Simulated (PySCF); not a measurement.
# How methods differ on the ionisation energy of Li

Li [He] 2s1 (2S) → Li⁺ 1s2 (1S), as a difference of total energies. Calculation: PySCF 2.14, in dyall-av3z; the spin-free X2C one-electron Hamiltonian (Gaussian nucleus). The calculations carry no spin-orbit coupling.

```tsv
method	ionisation energy (eV)
UHF	5.343
LDA	5.474
PBE	5.590
PBE0	5.571
r2SCAN	5.392
r2SCAN0	5.415
PBEsol	5.473
wB97X-V	5.457
```

For comparison: 5.392 eV (measured; NIST Atomic Spectra Database, ionization energies).
